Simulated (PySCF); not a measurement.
## Atomic charges against the basis set

Compound: CH2Cl2.
SMILES with atom numbers: `[Cl:1][CH2:2][Cl:3]` (hydrogens: H4, H5 on C2)

PBE0 throughout (PySCF), one geometry, spherical d and f functions. Geometry: PBE0-D3(BJ)/def2-SVP; no solvent, vibrations or thermal averaging. Atoms taken as equivalent share a column and are averaged.

Mulliken charges (e):

```
        basis  functions  Cl1/Cl3      C2   H4/H5
       STO-3G         25   -0.092  -0.109  +0.147
        6-31G         39   +0.082  -0.721  +0.279
     pcSseg-0         39   +0.011  -0.713  +0.346
       6-31G*         54   +0.001  -0.539  +0.268
     def2-SVP         60   -0.133  +0.009  +0.128
      cc-pVDZ         60   -0.074  -0.127  +0.137
  aug-cc-pVDZ         95   -0.003  -0.225  +0.115
6-311+G(2d,p)        109   +0.084  -0.581  +0.207
    def2-TZVP        117   -0.099  -0.132  +0.165
      cc-pVTZ        126   -0.108  -0.064  +0.140
     IGLO-III        143   +0.020  -0.380  +0.169
     pcSseg-3        290   -0.096  -0.011  +0.101
```

IAO charges (e):

```
        basis  functions  Cl1/Cl3      C2   H4/H5
       STO-3G         25   -0.024  -0.297  +0.172
        6-31G         39   -0.051  -0.299  +0.200
     pcSseg-0         39   -0.047  -0.304  +0.199
       6-31G*         54   -0.056  -0.263  +0.187
     def2-SVP         60   -0.056  -0.244  +0.178
      cc-pVDZ         60   -0.060  -0.248  +0.184
  aug-cc-pVDZ         95   -0.066  -0.244  +0.188
6-311+G(2d,p)        109   -0.062  -0.256  +0.189
    def2-TZVP        117   -0.060  -0.255  +0.187
      cc-pVTZ        126   -0.062  -0.253  +0.188
     IGLO-III        143   -0.057  -0.261  +0.188
     pcSseg-3        290   -0.060  -0.258  +0.189
```

Hirshfeld charges (e):

| basis | functions | Cl1/Cl3 | C2 | H4/H5 |
| --- | --- | --- | --- | --- |
| STO-3G | 25 | -0.137 | +0.167 | +0.053 |
| 6-31G | 39 | -0.071 | +0.015 | +0.064 |
| pcSseg-0 | 39 | -0.059 | +0.007 | +0.056 |
| 6-31G* | 54 | -0.077 | +0.024 | +0.065 |
| def2-SVP | 60 | -0.055 | -0.003 | +0.056 |
| cc-pVDZ | 60 | -0.059 | +0.001 | +0.058 |
| aug-cc-pVDZ | 95 | -0.047 | -0.024 | +0.059 |
| 6-311+G(2d,p) | 109 | -0.048 | -0.023 | +0.059 |
| def2-TZVP | 117 | -0.051 | -0.018 | +0.060 |
| cc-pVTZ | 126 | -0.052 | -0.016 | +0.061 |
| IGLO-III | 143 | -0.042 | -0.029 | +0.056 |
| pcSseg-3 | 290 | -0.046 | -0.026 | +0.059 |

ESP-fitted charges (e):

| basis | functions | Cl1/Cl3 | C2 | H4/H5 |
| --- | --- | --- | --- | --- |
| STO-3G | 25 | -0.154 | +0.083 | +0.113 |
| 6-31G | 39 | -0.119 | -0.134 | +0.186 |
| pcSseg-0 | 39 | -0.138 | -0.059 | +0.167 |
| 6-31G* | 54 | -0.053 | -0.384 | +0.245 |
| def2-SVP | 60 | -0.050 | -0.345 | +0.223 |
| cc-pVDZ | 60 | -0.040 | -0.403 | +0.242 |
| aug-cc-pVDZ | 95 | -0.025 | -0.481 | +0.265 |
| 6-311+G(2d,p) | 109 | -0.016 | -0.519 | +0.275 |
| def2-TZVP | 117 | -0.030 | -0.443 | +0.252 |
| cc-pVTZ | 126 | -0.036 | -0.417 | +0.245 |
| IGLO-III | 143 | +0.007 | -0.596 | +0.291 |
| pcSseg-3 | 290 | -0.031 | -0.438 | +0.250 |

Problem. Which scheme is steadiest as the basis changes?

Solution. Largest range over the bases for any column: IAO 0.06 e, Hirshfeld 0.20 e, ESP-fitted 0.68 e, Mulliken 0.73 e. IAO charges move least and Mulliken charges most, counted in e. Without the minimal STO-3G basis the ranges are IAO 0.06, Hirshfeld 0.05, ESP-fitted 0.54, Mulliken 0.73 e.

Problem. How much do the charges still move between the two largest bases, IGLO-III and pcSseg-3?

Solution. At most, over all atoms: Mulliken 0.369 e, IAO 0.003 e, Hirshfeld 0.004 e, ESP-fitted 0.158 e.

Problem. What do the same runs give for the total energy, the frontier levels and the dipole moment?

Solution. 
```csv
basis,energy (Eh),HOMO (eV),LUMO (eV),μ (D)
STO-3G,-948.8944,-7.20,3.09,2.03
6-31G,-959.2634,-8.79,0.04,2.09
pcSseg-0,-958.1933,-8.80,0.20,2.17
6-31G*,-959.3111,-8.68,0.02,1.83
def2-SVP,-959.0295,-8.46,0.58,1.69
cc-pVDZ,-959.3626,-8.60,0.15,1.70
aug-cc-pVDZ,-959.3715,-8.75,-0.47,1.68
"6-311+G(2d,p)",-959.3898,-8.74,-0.46,1.66
def2-TZVP,-959.3958,-8.67,-0.05,1.66
cc-pVTZ,-959.4087,-8.68,-0.10,1.67
IGLO-III,-959.3873,-8.58,-0.10,1.53
pcSseg-3,-959.4277,-8.73,-0.46,1.65
```

The dipole is fixed by the density alone, so its range of 0.64 D shows that the density itself changes with the basis, not only its division among atoms.
